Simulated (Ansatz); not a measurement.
**[GeH$_{3}$···H···Si], triplet in cc-pVDZ: errors against UCCSDT(Q)**

Geometry: a point of a hydrogen-transfer path between rigid fragments, not a stationary point.

```xyz
6

Ge   -0.9140    0.0000    0.0000
H    -1.4254    1.4466    0.0000
H    -1.4254   -0.7233    1.2528
H    -1.4254   -0.7233   -1.2528
H     0.5130    0.0000    0.0000
Si    2.4990    0.0000    0.0000
```

Basis cc-pVDZ; Ansatz 0.2.0. Only valence electrons are correlated (noble-gas cores and the filled d shells of p-block atoms frozen), which leaves 12 electrons in 46 orbitals. Prefix R: restricted or restricted open-shell reference; prefix U: unrestricted. No spin–orbit coupling is included, and no scalar relativity.

Full CI isn't at hand for all of this; UCCSDT(Q) serves as the reference, and is uncertain by about the last step of the cluster series.

* UHF ⟨S²⟩: 2.024
* T1 diagnostic (RCCSD): 0.0165
* largest doubles amplitude (RCCSD): 0.060
* T1 diagnostic (UCCSD): 0.0150

Task: From what is known of these methods and the diagnostics, rank them by the size of their error in total energy against UCCSDT(Q) in cc-pVDZ, smallest first (an estimate: the text doesn't fix the numbers).
A. UCCSD(T)
B. UHF
C. UCCSDT
D. UCCSD
E. UMP2

Result: C (0.4 kJ/mol), A (3.2 kJ/mol), D (14.3 kJ/mol), E (138.2 kJ/mol), B (567.8 kJ/mol).

All errors are against UCCSDT(Q) in cc-pVDZ. Within each family the higher level lies nearer, as is usual though not guaranteed.
